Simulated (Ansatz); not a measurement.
This geometry of AlFH2O + H2 (7 atoms, charge 0, multiplicity 1) is a first-order saddle point.

These are results of RKS PBE0/def2-SVP in Ansatz, not measurements.

```xyz
7
Properties=species:S:1:pos:R:3
Al 0.034 0.301 -0.079
F -0.024 0.106 1.866
O 1.577 -0.175 -0.611
H 1.794 -0.866 -1.237
H -1.327 -0.195 -0.704
H 0.084 1.845 0.596
H 0.040 1.116 1.615
```

(1) Which two structures does it join? (They come from a converged band through this point; their orientation in space is the band's.)

(2) How far does it lie above each of them?

Results:

(1) Bonds broken: H6–H7. Bonds formed: Al1–H6, F2–H7. AlFH2O + H2 becomes AlFH4O.

Image 0:

```xyz
7
Properties=species:S:1:pos:R:3
Al -0.110 -0.206 0.062
F 0.004 -0.674 1.663
O 1.259 -0.285 -0.933
H 2.147 -0.534 -0.674
H -1.507 0.094 -0.579
H 0.226 2.041 0.614
H 0.160 1.695 1.293
```

Image 6:

```xyz
7
Properties=species:S:1:pos:R:3
Al 0.040 0.413 -0.179
F -0.023 0.081 1.867
O 1.582 -0.141 -0.662
H 1.757 -0.936 -1.167
H -1.301 -0.238 -0.715
H 0.077 1.922 0.420
H 0.045 1.031 1.882
```

(2) 122.7 kJ/mol above the first and 2.3 kJ/mol above the second. This is the barrier of this one path; another mechanism may lie lower. The orbitals stay closed-shell, which can raise the energy where a bond breaks towards radicals; this wasn't checked here.

Time of the run: 3.4 min on 1 thread of Intel(R) Xeon(R) Platinum 8488C (Sapphire Rapids), with other jobs on the host, peak memory 0.14 GiB.
